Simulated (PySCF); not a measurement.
Level of theory: PBE-D3(BJ)/def2-TZVP // B3LYP-D3(BJ)/def2-TZVP run with PySCF. Gas-phase values, no solvent. 

Reference species (SMILES): `F[Si](F)(F)F` (neutral, multiplicity 1).

```yaml
HOMO: -10.58 eV
S1 oscillator strength: 0.000
```

Changed species: `N[Si](F)(F)N` (2 of 4 F replaced by NH2; the reference has 0 of 4 F replaced by NH2).

**Question.** Predict the effect on the HOMO and S1 oscillator strength.

**Answer.** the HOMO increases by 4.02 eV, to -6.56 eV; the S1 oscillator strength rises by 0.019, to 0.019.
